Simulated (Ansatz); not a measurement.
Molecule: CH6N, charge 1, multiplicity 1. SMILES: C[NH3+]

Atoms: C1, N2, H3, H4, H5, H6, H7, H8. Bonds: C1-N2, C1-H3, C1-H6, C1-H7, N2-H4, N2-H5, N2-H8.

Bond lengths (Å) and angles (degrees) optimised at HF/6-31G* with Ansatz (an electronic-structure program); B3LYP/LANL2DZ with Ansatz; MP2/6-31G* with Ansatz, each started from the B3LYP-D3(BJ)/def2-TZVP structure (Ansatz) of the last column. A row stands for all coordinates that are equal there; 6 of 7 kinds are shown. 6-31G* holds six Cartesian d functions. No wavenumbers were computed at B3LYP/LANL2DZ, MP2/6-31G*, so these may be saddle points.

| coordinate | HF/6-31G* | B3LYP/LANL2DZ | MP2/6-31G* | B3LYP-D3(BJ)/def2-TZVP |
|---|---|---|---|---|
| C1-N2 | 1.507 | 1.536 | 1.510 | 1.511 |
| C1-H3 | 1.078 | 1.091 | 1.088 | 1.086 |
| N2-H4 | 1.011 | 1.030 | 1.028 | 1.024 |
| N2-C1-H3 | 108.1 | 108.5 | 108.2 | 108.2 |
| C1-N2-H4 | 111.6 | 110.7 | 111.6 | 111.4 |
| H3-C1-H6 | 110.8 | 110.4 | 110.7 | 110.7 |

Mean signed difference of all 7 bond lengths from B3LYP-D3(BJ)/def2-TZVP: HF/6-31G* -0.009 Å, B3LYP/LANL2DZ 0.009 Å, MP2/6-31G* 0.003 Å.
